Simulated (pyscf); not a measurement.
## Multi-bond step: HO–Si(OH)(F)–F (SMILES O[Si](O)(F)F) + HF (SMILES F) + HF (SMILES F) → HO–Si(F)(F)–F (SMILES O[Si](F)(F)F) + H₂O (SMILES O) + HF (SMILES F)

Gas phase, singlet surface, charge 0. Bonds broken: Si2–O5, H8–F9, H10–F11. Bonds formed: Si2–F9, O5–H10, H8–F11. Optimised with ωB97X-D3(BJ)/def2-SVP in PySCF.

Transition state (Å):

```xyz
11

O     -1.3652    -0.3823     2.0334
Si    -1.2227    -0.5094     0.4084
F     -0.6045    -2.0218     0.3419
F     -2.4957    -0.7157    -0.5592
O      0.1720     0.1103    -0.4560
H     -1.7114     0.4625     2.3392
H      0.7604    -0.5926    -0.7638
H     -1.1283     1.9678    -0.4174
F     -1.6980     1.3783     0.3560
H      0.1097     1.1941    -0.9758
F     -0.3110     2.2247    -1.2022
```

One imaginary mode, 748i cm⁻¹; descent along it reached the two sides named, in the forms told below.

```
bond     change  reactant side (Å)  saddle  product side
-------  ------  -----------------  ------  ------------
Si2–O5   breaks              1.674   1.754         1.876
H8–F9    breaks              0.953   1.127         1.556
H10–F11  breaks              0.960   1.136         1.586
Si2–F9    forms                3.4   1.947         1.734
O5–H10    forms              1.582   1.204         0.998
H8–F11    forms              1.565   1.162         0.959
```

Electronic energies relative to the separated reactants (eV):

```json
[
 {"level": "ωB97X-D3(BJ)/def2-TZVP", "barrier": "-0.27", "reaction energy": "-0.34", "reverse barrier": "0.07"},
 {"level": "PBE/def2-TZVP", "barrier": "-0.46", "reaction energy": "-0.37", "reverse barrier": "-0.09"},
 {"level": "r²SCAN/def2-TZVP", "barrier": "-0.52", "reaction energy": "-0.38", "reverse barrier": "-0.14"},
 {"level": "B3LYP-D3(BJ)/def2-TZVP", "barrier": "-0.30", "reaction energy": "-0.36", "reverse barrier": "0.06"},
 {"level": "PBE0-D3(BJ)/def2-TZVP", "barrier": "-0.39", "reaction energy": "-0.33", "reverse barrier": "-0.06"},
 {"level": "M06-2X/def2-TZVP", "barrier": "-0.41", "reaction energy": "-0.33", "reverse barrier": "-0.08"},
 {"level": "ωB97M-D3(BJ)/def2-TZVP", "barrier": "-0.28", "reaction energy": "-0.35", "reverse barrier": "0.07"},
 {"level": "HF/def2-TZVP", "barrier": "0.69", "reaction energy": "-0.38", "reverse barrier": "1.07"}
]
```

With ωB97M-D3(BJ)/def2-TZVP energies and thermal terms (ideal gas, 1 atm, RRHO with modes under 100 cm⁻¹ raised to 100, one conformer, R ln 2 for rigid chiral ones), in eV:

```json
[
 {"T (K)": "298", "ΔH‡": "-0.27", "ΔG‡": "0.70", "ΔH": "-0.33", "ΔG": "-0.35"},
 {"T (K)": "600", "ΔH‡": "-0.30", "ΔG‡": "1.69", "ΔH": "-0.36", "ΔG": "-0.36"},
 {"T (K)": "900", "ΔH‡": "-0.27", "ΔG‡": "2.69", "ΔH": "-0.38", "ΔG": "-0.35"},
 {"T (K)": "1200", "ΔH‡": "-0.22", "ΔG‡": "3.66", "ΔH": "-0.40", "ΔG": "-0.34"}
]
```

On the reactant side the descent ends in a bound adduct, 0.91 eV under the separated species and 0.64 eV under the saddle at ωB97X-D3(BJ)/def2-TZVP. On the product side the descent ends in an adduct with a O–Si contact, 0.23 eV under the separated species and 0.30 eV under the saddle at ωB97X-D3(BJ)/def2-TZVP. At ωB97X-D3(BJ), PBE, r²SCAN, B3LYP-D3(BJ), PBE0-D3(BJ), M06-2X, ωB97M-D3(BJ) the saddle lies under the separated reactants, which points to a path from their complex (located at ωB97X-D3(BJ) alone). At PBE, r²SCAN, PBE0-D3(BJ), M06-2X the saddle lies under the separated products, which points to a path from their complex (located at ωB97X-D3(BJ) alone). What is counted as broken (O–Si) persists as a longer contact in the product adduct; parting that adduct is a step of its own. One saddle was located; it need not be the lowest between these sides.
